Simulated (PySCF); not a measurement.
# BO⁺: one state, many levels of theory

State: ¹Σ⁺ (singlet), closed shell. Set-up: PySCF, no relativity, basis sets B def2-TZVPPD, O def2-TZVPPD. De refers to B⁺ + O in their high-spin ground configurations, without counterpoise correction. A positive dipole points towards O; it is taken about the centre of mass and depends on that origin. Levels whose curve was spin-contaminated or gave no clean fit are not listed.

| Level | Re (Å) | ωe (cm⁻¹) | De (eV) | μ (D) | CPU s a point (SCF and correlation, without the integrals) |
| --- | --- | --- | --- | --- | --- |
| RHF | 1.152 | 2221 | 0.58 | -6.71 | 0.23 |
| RHF-CCSD | 1.195 | 1926 | 2.92 | n/a | n/a |
| RHF-CCSD(T) | 1.214 | 1769 | 3.37 | n/a | 3.9 |
| PBE | 1.205 | 1864 | 4.66 | -5.44 | 0.81 |
| PBEsol | 1.203 | 1878 | 5.02 | -5.48 | 0.53 |
| BLYP | 1.206 | 1848 | 4.44 | -5.43 | 0.51 |
| r²SCAN | 1.194 | 1920 | 4.19 | -5.74 | 1.3 |
| r²SCANh | 1.188 | 1954 | 3.93 | -5.88 | 1.6 |
| PBE0 | 1.185 | 1973 | 3.86 | -5.90 | 1.9 |
| B97-3 | 1.183 | 1987 | 3.92 | -5.92 | 0.85 |
| HSE06 | 1.185 | 1969 | 3.84 | -5.89 | 1.2 |
| BHandHLYP | 1.168 | 2074 | 3.02 | -6.24 | 0.85 |

(1) Which functional lies closest to RHF-CCSD(T) in De, which farthest, and by how much do they differ from it?

(2) What does a quarter of exact exchange do here, going from PBE to PBE0?

(3) What does the step from GGA to meta-GGA do here, going from PBE to r²SCAN?

Correlated steps freeze 2 core orbitals. For an ion De counts to the pair picked by the measured ionisation energies or electron affinities, which need not be the lowest pair at this level. Where the molecule has an RHF reference, its open-shell atoms are computed with UHF. The CCSD T1 diagnostic is raised, a sign that a single reference may not be enough here.

The whole job (state search and all levels along the bond) took about 3.4 min on 1 thread of Arm Neoverse V2 (shared host), peak memory 1.5 GiB.

Results:

(1) Closest is BHandHLYP (-4.6 pm in Re, +17.2 % in ωe, -0.35 eV in De against RHF-CCSD(T) in the same basis), farthest PBEsol (-1.1 pm in Re, +6.2 % in ωe, +1.65 eV in De). CCSD(T) converges more slowly with the basis than the functionals do and binds too weakly in this one, so the order can change at the basis-set limit.

(2) PBE0 less PBE: -2.0 pm in Re, +5.8 % in ωe, -0.80 eV in De. Exact exchange removes part of the self-interaction that spreads semilocal densities, and in most molecules shortens and stiffens the bond and lowers De; so it does here.

(3) r²SCAN less PBE: -1.1 pm in Re, +3.0 % in ωe, -0.47 eV in De.
